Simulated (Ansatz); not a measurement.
BHO2, SMILES `O=BO`, charge 0, multiplicity 1.

Question: Give a relaxed structure at PBE0-D4/def2-TZVP (the Gaussian-basis code of Ansatz). (Best estimate.)

Answer: The calculation gave: 
```xyz
4

O    -0.801    1.217   -0.869
B    -0.190    0.441   -0.168
O     0.491   -0.362    0.631
H     0.500   -1.295    0.406
```
Point group Cs.
